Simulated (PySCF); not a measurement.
How well do the runs reproduce experiment for CH2S?

**The experiment to reproduce.**

From NIST CCCBDB Release 22 (SRD 101), experimental dipoles, for the gas: dipole moment 1.647 ± 0.0014 D.

The runs below try to reproduce these values; the comparison stands at the end.

CH2S.
SMILES with atom numbers: `[CH2:1]=[S:2]` (hydrogens: H3, H4 on C1)

Cartesian coordinates in Å at the PBE0-D3(BJ)/def2-SVP level; atoms count from 1:
```
atom  x, y, z in Å
C1    -0.087   -0.039   -0.020
S2     1.371    0.450    0.443
H3    -0.391   -0.074   -1.078
H4    -0.857   -0.364    0.698
```

Runs made with PySCF (gas phase, on this PBE0-D3(BJ)/def2-SVP geometry; no spin–orbit coupling):

| level | job | basis functions | wall time |
| --- | --- | --- | --- |
| PBE0-D3(BJ)/def2-SVP, grid level 1 | geometry optimisation from a GFN2-xTB start shaken at random | 42 | 5.2 s |

Hardware: an Arm Neoverse N1 with one thread, on a shared host.

## Comparison

**Dipole moment.** Measured: 1.647 D (NIST CCCBDB Release 22 (SRD 101), experimental dipoles).

```csv
level,computed (D),computed − measured (D),% (from the printed values)
PBE0-D3(BJ)/def2-SVP,1.677,+0.030,+2
```

The computed dipoles belong to one fixed geometry; measured ones are averaged over vibrations unless marked μe. Magnitudes are compared, not signs.

The geometry is computed, not the measured one. Where a level misses, the cause wasn't examined.
